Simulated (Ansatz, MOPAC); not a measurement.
Barrier height from H + FH to the transition structure FH2, without zero-point energy, on the benchmark's geometries as Psi4's copy of the set gives them.
Transition structure (charge 0, multiplicity 2):
```xyz
3

H      0.0000     0.0000     1.1372
F      0.0000     0.0000     0.0000
H      0.0000     0.0000    -1.1372
```
Reactant (charge 0, multiplicity 1):
```xyz
2

F      0.0000     0.0000     0.0000
H      0.9154     0.0000     0.0000
```

Open shells are unrestricted; no spin–orbit coupling.

Correlated levels freeze the cores. The state that PM7 reach isn't checked; PM7 holds dispersion and hydrogen-bond terms.

Codes used: Ansatz (Gaussian orbitals); MOPAC for PM7 (differences of heats of formation). Values without a source in brackets are computed.

Q: One of these levels gives 1.464 eV for the barrier height. Which?
A) HF/aug-cc-pVDZ
B) revPBE/def2-TZVPPD
C) PM7
D) MP2/aug-cc-pVTZ

A: C, PM7. The others give 2.534 (HF/aug-cc-pVDZ), 1.275 (revPBE/def2-TZVPPD), 1.983 (MP2/aug-cc-pVTZ)

Ansatz is a quantum-chemistry and plane-wave program.
